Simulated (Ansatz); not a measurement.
Steps of a relaxation of BH6NSi, SMILES `BN[SiH3]` with RKS PBE0-D4/def2-TZVP.

```sh
$ ansatz run in.yaml --threads 4 --pin off --events-out ev --progress --plain --max-ram 10444MiB
```

```yaml
crystal:
  periodic: [false, false, false]
  atoms:
    - {symbol: B, position_ang: [-0.785800, 0.814966, -1.094341]}
    - {symbol: N, position_ang: [0.089519, 0.649965, -0.001998]}
    - {symbol: Si, position_ang: [0.547867, -0.874665, 0.784627]}
    - {symbol: H, position_ang: [-1.314069, -0.168068, -1.583516]}
    - {symbol: H, position_ang: [-0.997190, 1.934103, -1.527296]}
    - {symbol: H, position_ang: [0.514483, 1.502159, 0.380730]}
    - {symbol: H, position_ang: [2.028312, -1.112049, 0.649578]}
    - {symbol: H, position_ang: [-0.219701, -1.976275, 0.121478]}
    - {symbol: H, position_ang: [0.224979, -0.816336, 2.253738]}
basis:
  gaussian: {orbitals: def2-TZVP}
hamiltonian: {xc: pbe0, dispersion: d4}
relax: {f_tol: 0.005, max_steps: 150}
```

Positions (Å) and forces (eV/Å) along the path, 9 of 9 steps:

```xyz
9
step=1 energy=-10137.7718 eV
B    -0.786    0.815   -1.094    0.043   -0.018    0.057
N     0.090    0.650   -0.002    0.157   -0.025    0.186
Si    0.548   -0.875    0.785   -0.101    0.336   -0.172
H    -1.314   -0.168   -1.584    0.206    0.371    0.193
H    -0.997    1.934   -1.527    0.075   -0.428    0.159
H     0.514    1.502    0.381   -0.272   -0.544   -0.247
H     2.028   -1.112    0.650   -0.329    0.062    0.020
H    -0.220   -1.976    0.121    0.160    0.248    0.133
H     0.225   -0.816    2.254    0.062   -0.003   -0.329
9
step=2 energy=-10137.8062 eV
B    -0.780    0.807   -1.085    0.017   -0.004    0.018
N     0.092    0.645    0.000    0.084   -0.148    0.125
Si    0.544   -0.868    0.779   -0.087    0.266   -0.147
H    -1.300   -0.165   -1.566    0.055    0.104    0.054
H    -0.990    1.911   -1.515    0.017   -0.122    0.042
H     0.513    1.487    0.379   -0.075   -0.135   -0.071
H     2.010   -1.101    0.642   -0.073    0.003    0.014
H    -0.219   -1.955    0.117    0.040    0.049    0.035
H     0.220   -0.808    2.232    0.020   -0.013   -0.070
9
step=3 energy=-10137.8107 eV
B    -0.776    0.803   -1.080   -0.018    0.009   -0.007
N     0.094    0.642    0.002    0.031   -0.050    0.039
Si    0.540   -0.860    0.773   -0.015    0.034   -0.023
H    -1.295   -0.165   -1.557    0.000   -0.006   -0.003
H    -0.989    1.901   -1.510    0.000    0.004   -0.006
H     0.513    1.482    0.378   -0.001    0.020   -0.006
H     2.002   -1.097    0.641    0.009   -0.004    0.000
H    -0.219   -1.945    0.113   -0.002   -0.005   -0.003
H     0.218   -0.807    2.223   -0.004   -0.003    0.009
9
step=4 energy=-10137.8107 eV
B    -0.778    0.803   -1.079    0.012    0.002   -0.020
N     0.095    0.642    0.002    0.008   -0.007    0.020
Si    0.540   -0.859    0.772   -0.004    0.000   -0.004
H    -1.295   -0.166   -1.556   -0.006   -0.001    0.006
H    -0.988    1.900   -1.511   -0.006    0.001    0.004
H     0.514    1.483    0.377   -0.004    0.007   -0.008
H     2.002   -1.098    0.642    0.002   -0.001    0.002
H    -0.218   -1.945    0.112    0.000   -0.001   -0.001
H     0.217   -0.807    2.223    0.000   -0.002    0.002
9
step=5 energy=-10137.8108 eV
B    -0.778    0.803   -1.078    0.000   -0.001    0.000
N     0.098    0.643    0.001    0.000   -0.001   -0.001
Si    0.540   -0.859    0.772    0.004    0.002    0.002
H    -1.300   -0.166   -1.549   -0.001    0.001    0.001
H    -0.990    1.900   -1.510    0.001    0.000    0.000
H     0.520    1.484    0.371   -0.001    0.000    0.000
H     2.003   -1.096    0.648    0.000    0.000    0.001
H    -0.214   -1.944    0.107   -0.001    0.001   -0.002
H     0.210   -0.810    2.221   -0.001   -0.001   -0.001
9
step=6 energy=-10137.8108 eV
B    -0.779    0.803   -1.077   -0.002   -0.003    0.005
N     0.100    0.643    0.000   -0.003    0.001   -0.006
Si    0.541   -0.859    0.772    0.000    0.002    0.001
H    -1.304   -0.166   -1.545    0.000    0.001   -0.001
H    -0.991    1.899   -1.510    0.002    0.000   -0.001
H     0.523    1.485    0.367    0.002   -0.002    0.002
H     2.004   -1.095    0.653   -0.001    0.001    0.000
H    -0.212   -1.943    0.103    0.001    0.000   -0.001
H     0.206   -0.812    2.220    0.000    0.000   -0.001
9
step=7 energy=-10137.8108 eV
B    -0.780    0.803   -1.076   -0.001   -0.002    0.004
N     0.101    0.643   -0.001   -0.005    0.000   -0.007
Si    0.541   -0.859    0.772    0.002    0.004    0.001
H    -1.307   -0.166   -1.542    0.000    0.001   -0.001
H    -0.991    1.899   -1.510    0.001    0.000   -0.001
H     0.526    1.484    0.364    0.003   -0.003    0.004
H     2.005   -1.094    0.656    0.000    0.001    0.000
H    -0.209   -1.944    0.100    0.000    0.000    0.001
H     0.202   -0.813    2.219   -0.001    0.000   -0.001
9
step=8 energy=-10137.8108 eV
B    -0.781    0.803   -1.074    0.000    0.001    0.001
N     0.103    0.643   -0.003   -0.005   -0.001   -0.006
Si    0.541   -0.859    0.772    0.000    0.003    0.000
H    -1.314   -0.165   -1.537    0.000    0.000    0.000
H    -0.991    1.899   -1.509    0.000    0.000   -0.001
H     0.532    1.484    0.359    0.003   -0.003    0.004
H     2.006   -1.091    0.662    0.000    0.001    0.000
H    -0.204   -1.944    0.096    0.001    0.000    0.001
H     0.196   -0.815    2.217    0.000    0.000    0.000
9
step=9 energy=-10137.8108 eV
B    -0.783    0.803   -1.073    0.001    0.002   -0.001
N     0.104    0.642   -0.004   -0.003   -0.001   -0.002
Si    0.541   -0.859    0.771    0.001    0.001    0.000
H    -1.319   -0.164   -1.533    0.000    0.000    0.001
H    -0.991    1.899   -1.510   -0.001    0.000    0.000
H     0.536    1.483    0.356    0.001   -0.002    0.001
H     2.007   -1.089    0.666    0.000    0.000    0.000
H    -0.200   -1.945    0.093    0.000    0.000    0.001
H     0.192   -0.816    2.216   -0.001    0.000    0.000
```

Hardware: 4 threads of an Arm Neoverse V2 on a shared host. Wall time 9 s, peak host memory 0.23 GiB.
